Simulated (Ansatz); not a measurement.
Computed with Ansatz (an electronic-structure program) with frozen-core CCSD(T)/def2-TZVPP // TPSSh-D3(BJ)/def2-TZVP.

Ansatz 0.2 input:
```yaml
crystal:
  periodic: [false, false, false]
  atoms:
    - { symbol: O, position_ang: [0.489458, -0.000004, -0.000002] }
    - { symbol: H, position_ang: [-0.489485, 0.000004, 0.000002] }
basis:
  gaussian: { orbitals: def2-TZVPP }
correlation:
  method: ccsd_t
magnetization:
  spin_polarized: true
  initial_magnetization: 1
```

Output:

```
Functional definition: HF
280 factors; integrals over basis functions are off by at most 7.9e-4 eV
mean field evaluation 1: about -2051.8735 eV, gradient 1.2e1 eV
mean field evaluation 2: about -2051.8736 eV, gradient 1.2e1 eV
mean field evaluation 4: about -2052.3682 eV, gradient 1.3e0 eV
mean field evaluation 8: about -2052.3757 eV, gradient 6.6e-4 eV
mean field evaluation 16: about -2050.6233 eV, gradient 1.7e1 eV
mean field evaluation 32: about -2052.3756 eV, gradient 7.4e-2 eV
mean field -2052.37566626 eV, -75.4234145849 hartree, gradient 2.4e-6 eV, S^2 0.756526; 2 other end points of the search recorded, 0 dependent functions left out
1 core orbitals not correlated
reference -2052.37566626 eV, -75.4234145849 hartree; 4, 3 occupied and 40, 41 virtual orbitals, 280 factors
second order -5.41217639 eV of doubles, -0.00000000 eV of singles
cycle   1  -5.66515838 eV  change   -2.5e-1 eV  update   3.4e-2
cycle   2  -5.77671151 eV  change   -1.1e-1 eV  update   1.1e-2
cycle   3  -5.79473078 eV  change   -1.8e-2 eV  update   4.6e-3
cycle   4  -5.79401877 eV  change    7.1e-4 eV  update   1.8e-3
cycle   5  -5.79459177 eV  change   -5.7e-4 eV  update   7.4e-4
cycle   6  -5.79491345 eV  change   -3.2e-4 eV  update   2.4e-4
cycle   7  -5.79490314 eV  change    1.0e-5 eV  update   7.5e-5
cycle   8  -5.79490070 eV  change    2.4e-6 eV  update   2.7e-5
cycle   9  -5.79489554 eV  change    5.2e-6 eV  update   9.8e-6
cycle  10  -5.79489822 eV  change   -2.7e-6 eV  update   2.7e-6
perturbative correction -0.13814958 eV, -0.0050769033 hartree
Total energy: -2058.30871405 eV, -75.6414500698 hartree
```

Cost: very roughly 1.7 core-seconds.
